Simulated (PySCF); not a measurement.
**PH⁺: one state, many levels of theory**

State: ²Π (doublet), unpaired electrons π ↑. Set-up: P def2-TZVPPD, H def2-TZVPPD; no relativity (PySCF 2.14). De refers to P⁺ + H in their high-spin ground configurations, without counterpoise correction. The functionals are run spin-unrestricted. A positive dipole points towards H; it is taken about the centre of mass and depends on that origin.

```json
{"Level": "UHF", "Re (Å)": "1.412", "ωe (cm⁻¹)": "2528", "De (eV)": "2.51", "μ (D)": "0.93", "CPU s a point (SCF and correlation, without the integrals)": "0.47"}
{"Level": "UHF-MP2", "Re (Å)": "1.418", "ωe (cm⁻¹)": "2461", "De (eV)": "3.25", "μ (D)": "n/a", "CPU s a point (SCF and correlation, without the integrals)": "0.73"}
{"Level": "UHF-SCS-MP2", "Re (Å)": "1.419", "ωe (cm⁻¹)": "2455", "De (eV)": "3.38", "μ (D)": "n/a", "CPU s a point (SCF and correlation, without the integrals)": "n/a"}
{"Level": "UHF-CCSD", "Re (Å)": "1.424", "ωe (cm⁻¹)": "2404", "De (eV)": "3.41", "μ (D)": "n/a", "CPU s a point (SCF and correlation, without the integrals)": "n/a"}
{"Level": "UHF-CCSD(T)", "Re (Å)": "1.426", "ωe (cm⁻¹)": "2388", "De (eV)": "3.43", "μ (D)": "n/a", "CPU s a point (SCF and correlation, without the integrals)": "7.8"}
{"Level": "PBE", "Re (Å)": "1.448", "ωe (cm⁻¹)": "2280", "De (eV)": "3.51", "μ (D)": "0.86", "CPU s a point (SCF and correlation, without the integrals)": "0.81"}
{"Level": "BLYP", "Re (Å)": "1.444", "ωe (cm⁻¹)": "2273", "De (eV)": "3.55", "μ (D)": "0.81", "CPU s a point (SCF and correlation, without the integrals)": "0.64"}
{"Level": "TPSS", "Re (Å)": "1.436", "ωe (cm⁻¹)": "2340", "De (eV)": "3.66", "μ (D)": "0.88", "CPU s a point (SCF and correlation, without the integrals)": "1.2"}
{"Level": "r²SCAN", "Re (Å)": "1.433", "ωe (cm⁻¹)": "2359", "De (eV)": "3.48", "μ (D)": "0.89", "CPU s a point (SCF and correlation, without the integrals)": "1.3"}
{"Level": "PBE0", "Re (Å)": "1.434", "ωe (cm⁻¹)": "2370", "De (eV)": "3.47", "μ (D)": "0.89", "CPU s a point (SCF and correlation, without the integrals)": "1.9"}
{"Level": "r²SCAN0", "Re (Å)": "1.425", "ωe (cm⁻¹)": "2416", "De (eV)": "3.44", "μ (D)": "0.90", "CPU s a point (SCF and correlation, without the integrals)": "1.6"}
{"Level": "HSE06", "Re (Å)": "1.434", "ωe (cm⁻¹)": "2369", "De (eV)": "3.46", "μ (D)": "0.89", "CPU s a point (SCF and correlation, without the integrals)": "1.5"}
{"Level": "BHandHLYP", "Re (Å)": "1.419", "ωe (cm⁻¹)": "2447", "De (eV)": "3.49", "μ (D)": "0.87", "CPU s a point (SCF and correlation, without the integrals)": "0.98"}
{"Level": "M06-2X", "Re (Å)": "1.422", "ωe (cm⁻¹)": "2430", "De (eV)": "3.53", "μ (D)": "0.86", "CPU s a point (SCF and correlation, without the integrals)": "1.5"}
```

Q: Which functional lies closest to UHF-CCSD(T) in De, which farthest, and by how much do they differ from it?

A: Closest is r²SCAN0 (-0.1 pm in Re, +1.2 % in ωe, +0.01 eV in De against UHF-CCSD(T) in the same basis), farthest TPSS (+1.0 pm in Re, -2.0 % in ωe, +0.23 eV in De). CCSD(T) converges more slowly with the basis than the functionals do and binds too weakly in this one, so the order can change at the basis-set limit.

Q: What does a quarter of exact exchange do here, going from PBE to PBE0?

A: PBE0 less PBE: -1.4 pm in Re, +3.9 % in ωe, -0.04 eV in De. Exact exchange removes part of the self-interaction that spreads semilocal densities, and in most molecules shortens and stiffens the bond and lowers De; so it does here.

Q: What does the step from GGA to meta-GGA do here, going from PBE to r²SCAN?

A: r²SCAN less PBE: -1.5 pm in Re, +3.5 % in ωe, -0.03 eV in De. 

Correlated steps freeze 5 core orbitals. For an ion De counts to the pair picked by the measured ionisation energies or electron affinities, which need not be the lowest pair at this level. The state is the lowest determinant that a PBE0 search found; another state may lie lower at other levels.

The whole job (state search and all levels along the bond) took about 4 min on 1 thread of Intel Xeon Platinum 8259CL @ 2.50GHz (shared host), peak memory 1.2 GiB.
